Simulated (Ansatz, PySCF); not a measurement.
Potential energy surface of CH4, singlet: flattening of a tetrahedron along the D2d path, bond length relaxed. Scanned: the two opposite H-C-H angles (109.47 = tetrahedral, 180 = square planar). Other coordinates (C-H bond length) were minimised at B3LYP/def2-TZVP.

Computed with: RKS-PBE/cc-pVTZ = Ansatz (a quantum-chemistry and plane-wave program) with restricted PBE/cc-pVTZ; wB97X-V/cc-pVTZ (PySCF); CCSD(T) on RHF/cc-pVTZ, 1 core orbital frozen (PySCF).

Energies relative to the lowest point of each profile, in kcal/mol; the last columns give the difference from CCSD(T):

```csv
a / °,RKS-PBE/cc-pVTZ,wB97X-V,CCSD(T),RKS-PBE/cc-pVTZ − CCSD(T),wB97X-V − CCSD(T)
90,14.0,14.8,14.9,-0.9,-0.1
95,7.7,8.1,8.2,-0.5,0.0
100,3.3,3.4,3.5,-0.2,0.0
105,0.7,0.8,0.8,0.0,0.0
109.47,0.0,0.0,0.0,0.0,0.0
115,1.1,1.1,1.2,-0.1,0.0
120,3.9,4.1,4.2,-0.3,0.0
130,14.5,15.4,15.5,-1.0,-0.1
140,31.4,33.3,33.6,-2.2,-0.3
150,53.9,57.3,57.8,-3.9,-0.5
```

RKS-PBE/cc-pVTZ is furthest from CCSD(T) at 150 (-3.9 kcal/mol, below); its mean absolute difference over the points is 0.9 kcal/mol.

wB97X-V is furthest from CCSD(T) at 150 (-0.5 kcal/mol, below); its mean absolute difference over the points is 0.1 kcal/mol.
